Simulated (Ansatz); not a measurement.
Ansatz (a quantum-chemistry and plane-wave program) input (PBE0/STO-3G):

Ansatz 0.2 input:
```yaml
crystal:
  periodic: [false, false, false]
  atoms:
    - {symbol: O, position_ang: [0.02020823, 1.01983024, 0.03651820]}
    - {symbol: H, position_ang: [-0.91858206, 1.34752059, 0.03195986]}
    - {symbol: Cl, position_ang: [0.04452448, -0.55918603, -0.01906502]}
basis:
  gaussian:
    orbitals: STO-3G
hamiltonian:
  xc: {name: PBE0}
total_charge: 1
magnetization: {spin_polarized: true, initial_magnetization: 1}
```

Output:

```
Functional definition: PBE0
integrals: 0.00 GiB planned
179 factors; integrals over basis functions are off by at most 1.6e-5 eV
mean field: 0.06 GiB planned
mean field evaluation 1: about -14402.9062 eV, gradient 9.5e0 eV
mean field evaluation 2: about -14401.9609 eV, gradient 1.6e1 eV
mean field evaluation 4: about -14403.6052 eV, gradient 5.7e-1 eV
mean field evaluation 8: about -14403.6155 eV, gradient 6.3e-3 eV
mean field evaluation 16: about -14402.7203 eV, gradient 4.3e0 eV
mean field -14403.61550472 eV, -529.3231066771 hartree, gradient 2.4e-5 eV, S^2 0.750877; 1 other end points of the search recorded, 0 dependent functions left out
reference -14403.61551461 eV, -529.3231070406 hartree; 13, 12 occupied and 2, 3 virtual orbitals, 179 factors
Total energy: -14403.61551461 eV, -529.3231070406 hartree
```
